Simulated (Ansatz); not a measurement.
Antiferromagnetic (type II) rock-salt NiO, relaxed in Ansatz (plane waves) with several semilocal functionals. Each gives its own volume and its own bulk modulus:

| level | V0 (Å³/atom) | bulk modulus (GPa) | ln V0 | ln B0 |
|---|---|---|---|---|
| LDA | 8.372 | 251.5 | 2.1249 | 5.5274 |
| r²SCAN | 9.015 | 217.3 | 2.1989 | 5.3813 |
| PBE | 9.209 | 193.3 | 2.2202 | 5.2642 |

### Question
Fit a straight line to ln B0 against ln V0. What does it predict for PBEsol, whose volume is 8.740 Å³/atom?

### Answer
With x = ln V0 and y = ln B0: means 2.18133 and 5.39097; Σ(Δx Δy) = -0.01280, Σ(Δx²) = 0.005004, so the slope is -2.56. At x = 2.1679 the line gives y = 5.39097 + (-2.56) × (2.1679 − 2.18133) = 5.4254, or 227.1 GPa. The run with PBEsol gives 223.0 GPa, -1.8 % from the line. The rows used scatter about it by up to 3.6 %, while the largest value lies 30 % above the smallest. For comparison, PBE's own equation of state has B′ = 4.5, the slope −d ln B/d ln V at a fixed functional; the two needn't agree, since functionals also differ at one volume.

Measured: 192 ± 7 GPa (measured, room temperature, not corrected to a static lattice, equation of state from high-pressure X-ray diffraction, our sources range from 174 to 209; as tabulated in Gavriliuk et al., The first-order structural transition in NiO at high …).

Spin-polarised runs: LDA (opposed moments), PBEsol (opposed moments), r²SCAN (opposed moments), PBE (opposed moments).

Ansatz's density-functional and Hartree–Fock values are scalar-relativistic unless marked +SOC, with PAW data made under PBE.

Ansatz is a program for electronic structure.
